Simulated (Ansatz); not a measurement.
`O=CCOCF`, charge 0, multiplicity 1.

**Question.** Give a relaxed structure at PBE0-D4/def2-TZVP (the Gaussian-basis code of Ansatz). (Estimate.)

**Answer.** Ansatz gave: 
Cartesian coordinates in Å:
```
O 0.4350 -1.5781 1.2887
C -0.5994 -1.2958 0.7556
C -0.7430 -0.3757 -0.4275
O 0.4637 0.0821 -0.9639
C 1.0842 1.0650 -0.2322
F 0.3983 2.2593 -0.3529
H -1.5693 -1.7088 1.1137
H -1.2649 -0.9294 -1.2158
H -1.4109 0.4503 -0.1407
H 1.1286 0.8296 0.8346
H 2.0777 1.2015 -0.6596
```
This is one stationary point; other conformers may exist.
